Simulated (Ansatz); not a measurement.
# Sb2As3: from a trial structure to a relaxed crystal

Theory: Ansatz, DFT PBE, scalar-relativistic, plane waves, PAW. Cutoff 420 eV, Γ-centred k mesh, Gaussian smearing, no spin polarisation in the final step.

Sb2As3 was placed on the corundum structure type (R-3c, No. 167), with Sb in place of Al, As in place of O, at a guessed volume.

```
Sb As
1.0
     3.36635    1.94356    6.12725
    -3.36635    1.94356    6.12725
     0.00000   -3.88712    6.12725
Sb As
4 6
Direct
  0.85218 0.85218 0.85218
  0.64782 0.64782 0.64782
  0.14782 0.14782 0.14782
  0.35218 0.35218 0.35218
  0.05625 0.44375 0.75000
  0.75000 0.05625 0.44375
  0.44375 0.75000 0.05625
  0.94375 0.55625 0.25000
  0.25000 0.94375 0.55625
  0.55625 0.25000 0.94375
```

Steps on the 3×3×3 mesh (10 atoms). 7 of 7 steps are shown, and the free energy counts from the last. Trial steps that were taken back and renewals of the plane-wave basis can be among the rows.

```tsv
step	ΔF (meV/atom)	V (Å³/atom)	P (GPa)	largest force component (eV/Å)
1	123.7	24.05	10.04	0.465
2	16.7	27.49	0.20	0.308
3	6.4	27.64	-0.03	0.137
4	3.0	27.68	0.06	0.097
5	3.8	27.89	0.74	0.103
6	0.8	27.93	0.00	0.016
7	0.0	27.93	0.02	0.016
```

Steps on the 6×6×6 mesh (10 atoms). 7 of 13 steps are shown, and the free energy counts from the last.

```tsv
step	ΔF (meV/atom)	V (Å³/atom)	P (GPa)	largest force component (eV/Å)
1	4.9	27.93	0.15	0.024
2	3.5	28.17	-0.10	0.037
3	2.3	28.01	0.69	0.053
4	0.9	28.36	0.08	0.011
5	0.6	28.54	-0.05	0.003
10	0.1	28.49	0.04	0.004
13	0.0	28.50	0.01	0.002
```

A final relaxation ran on a 6×6×6 mesh. The relaxed crystal, R-3c (No. 167):

```
Sb As
1.0
     3.43636    1.98398    6.96803
    -3.43636    1.98398    6.96803
     0.00000   -3.96796    6.96803
Sb As
4 6
Direct
  0.86340 0.86340 0.86340
  0.63660 0.63660 0.63660
  0.13660 0.13660 0.13660
  0.36340 0.36340 0.36340
  0.99253 0.50747 0.75000
  0.75000 0.99253 0.50747
  0.50747 0.75000 0.99253
  0.00747 0.49253 0.25000
  0.25000 0.00747 0.49253
  0.49253 0.25000 0.00747
```

For Sb2As3, the volume per atom is 28.50 Å³ and the density is 5.46 g/cm³. The energy over the elements is 0.31 eV/atom. The gap on the 6×6×6 mesh is 0 eV (a metal).

Energies over the elements count from the elements' standard structures at the same level, with no empirical corrections.

The final run used a 6×6×6 mesh on its 10-atom cell and 0.10 eV smearing. The k mesh leaves about 4 meV/atom of noise in metals. Spin–orbit coupling is left out.

A structure relaxed within its symmetry needn't be a true minimum.

Cost: 3 runs of about 15 core-minutes in all, on Intel Xeon Platinum 8259CL (Skylake/Cascade Lake) (shared hosts).